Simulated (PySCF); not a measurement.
## Stretching C₂

Set-up: C aug-cc-pVDZ; no relativity (PySCF 2.14). Energies in eV from C + C in their ground configurations at the same level. State: ³Πu (triplet), unpaired electrons σ ↑, π ↑.

All columns are r²SCAN0.

| R (Å) | E (eV) | HOMO (eV) | LUMO (eV) | Mayer bond order | ⟨S²⟩ |
| --- | --- | --- | --- | --- | --- |
| 1.133 | -4.176 | -9.33 | -6.08 | 2.08 | 2.01 |
| 1.185 | -5.025 | -9.60 | -5.84 | 2.10 | 2.01 |
| 1.238 | -5.495 | -9.42 | -5.63 | 2.11 | 2.01 |
| 1.278 | -5.659 | -9.22 | -5.48 | 2.11 | 2.01 |
| 1.317 | -5.696 | -9.03 | -5.35 | 2.10 | 2.01 |
| 1.357 | -5.633 | -8.85 | -5.24 | 2.09 | 2.01 |
| 1.409 | -5.431 | -8.63 | -5.21 | 2.08 | 2.01 |
| 1.475 | -5.046 | -8.37 | -5.17 | 2.06 | 2.01 |
| 1.554 | -4.463 | -8.10 | -5.11 | 2.05 | 2.01 |
| 1.659 | -3.596 | -7.78 | -5.01 | 2.04 | 2.01 |

The state was picked by a PBE0 search and need not be the measured ground state.
